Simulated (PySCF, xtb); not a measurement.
CH₂O, SMILES C=O.

Geometry optimised at r2SCAN-D4/def2-TZVPD.

Computed with C-PCM-M06-2X/def2-TZVPD in PySCF.

The values are the electrostatic part of the solvation free energy, E(continuum) − E(gas) at the gas-phase geometry, in a cavity of scaled van der Waals radii (PySCF's table); cavitation and dispersion terms are not included. In vacuum the orbital gap is 9.26 eV. The dipole moment in vacuum is 2.45 D.

Computed values in water (ε = 78.36), cyclohexanone (ε = 15.62), acetone (ε = 20.49):
```
solvent            ε  ΔG(elec) (kcal/mol)  dipole (D)  gap (eV)
-------------  -----  -------------------  ----------  --------
water          78.36                 -4.4        3.15      9.40
cyclohexanone  15.62                 -4.2        3.10      9.39
acetone        20.49                 -4.2        3.12      9.40
```

For comparison, GFN2-xTB/ALPB(water) (xtb, at the GFN2-xTB geometry, all terms of that model) gives -0.7 kcal/mol.
